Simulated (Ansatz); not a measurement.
Geometry optimisation, RKS BLYP-D4/def2-SVP in Ansatz.

The input (input.yaml):

```yaml
crystal:
  periodic: [false, false, false]
  atoms:
    - { symbol: Si, position_ang: [-1.35854, 0.68443, -1.38145] }
    - { symbol: C, position_ang: [0.18103, 0.31068, -0.67767] }
    - { symbol: Si, position_ang: [0.6394, -0.51006, 1.07278] }
    - { symbol: H, position_ang: [-2.67104, 0.98065, -1.91887] }
    - { symbol: H, position_ang: [1.04692, 0.52861, -1.30088] }
    - { symbol: H, position_ang: [-0.08724, 0.28437, 2.0597] }
    - { symbol: H, position_ang: [2.08995, -0.39153, 1.15321] }
    - { symbol: H, position_ang: [0.15952, -1.88714, 0.99318] }
total_charge: 1
basis:
  gaussian: { orbitals: def2-SVP }
hamiltonian:
  xc: blyp
  dispersion: d4
relax:
  f_tol: 0.02
  max_steps: 50
```

Run as:

```bash
$ ansatz run input.yaml --threads 1 --pin off --max-ram 2048MiB --backend cpu --events-out ev --progress --plain --runs-dir out
```

Q: Where does it end, and by what steps?

A: The run converged. Limits of this set-up: the dipole of an ion depends on the origin. After 29 steps the energy has fallen by 1.980 eV; H6 moved furthest, 2.62 Å. Parted: Si3–H6. Joined: Si1–H6.

```json
{"step": "0", "energy less start (eV)": "0.0000", "largest force component (eV/Å)": "2.321", "accepted": "yes"}
{"step": "2", "energy less start (eV)": "-0.1145", "largest force component (eV/Å)": "0.070", "accepted": "yes"}
{"step": "4", "energy less start (eV)": "-0.1392", "largest force component (eV/Å)": "0.152", "accepted": "yes"}
{"step": "6", "energy less start (eV)": "-0.1822", "largest force component (eV/Å)": "0.243", "accepted": "yes"}
{"step": "8", "energy less start (eV)": "-0.1995", "largest force component (eV/Å)": "0.155", "accepted": "yes"}
{"step": "10", "energy less start (eV)": "-0.2361", "largest force component (eV/Å)": "0.303", "accepted": "yes"}
{"step": "12", "energy less start (eV)": "-0.3930", "largest force component (eV/Å)": "0.568", "accepted": "yes"}
{"step": "14", "energy less start (eV)": "-0.7142", "largest force component (eV/Å)": "0.711", "accepted": "yes"}
{"step": "16", "energy less start (eV)": "-0.7960", "largest force component (eV/Å)": "0.482", "accepted": "yes"}
{"step": "18", "energy less start (eV)": "-0.8608", "largest force component (eV/Å)": "0.231", "accepted": "yes"}
{"step": "20", "energy less start (eV)": "-0.9942", "largest force component (eV/Å)": "0.711", "accepted": "yes"}
{"step": "22", "energy less start (eV)": "-1.3850", "largest force component (eV/Å)": "0.736", "accepted": "yes"}
{"step": "24", "energy less start (eV)": "-1.7723", "largest force component (eV/Å)": "0.685", "accepted": "yes"}
{"step": "26", "energy less start (eV)": "-1.9448", "largest force component (eV/Å)": "0.382", "accepted": "yes"}
{"step": "28", "energy less start (eV)": "-1.9792", "largest force component (eV/Å)": "0.045", "accepted": "yes"}
{"step": "29", "energy less start (eV)": "-1.9795", "largest force component (eV/Å)": "0.010", "accepted": "yes"}
```

```xyz
8
Properties=species:S:1:pos:R:3
Si -1.421 0.414 -0.529
C 0.339 0.243 -0.517
Si 1.256 -0.533 0.780
H -2.131 1.082 -1.650
H 0.903 0.650 -1.375
H -2.225 -0.117 0.603
H 2.736 -0.641 0.731
H 0.543 -1.097 1.957
```

Run time: 58 s on 1 thread of Arm Neoverse V1 (shared host), peak memory 0.12 GiB.
